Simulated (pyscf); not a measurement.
Thermochemistry of product channels of F–Si:–F (SMILES F[Si]F) [singlet] + SiH₄ (SMILES [SiH4]) on the singlet surface, in kcal/mol, from ωB97M-D3(BJ)/def2-TZVP energies (ideal gas, 1 atm, RRHO with modes under 100 cm⁻¹ raised to 100, one conformer, R ln 2 for chiral ones without a mode under 150 cm⁻¹). Optimised with ωB97X-D3(BJ)/def2-SVP in PySCF.

```json
[
 {"products": "F–SiH₃ (SMILES F[SiH3]) + F–SiH: (SMILES F[SiH]) [singlet]", "ΔE": "+22.0", "ΔH(298 K)": "+21.9", "ΔG(600 K)": "+19.7", "ΔG(900 K)": "+18.6"},
 {"products": "F–Si(F)=SiH₂ (SMILES F[Si](F)=[SiH2]) + H₂ (SMILES [H][H])", "ΔE": "+28.7", "ΔH(298 K)": "+26.7", "ΔG(600 K)": "+27.9", "ΔG(900 K)": "+27.6"}
]
```

These are energies of the channels, which say nothing of barriers.
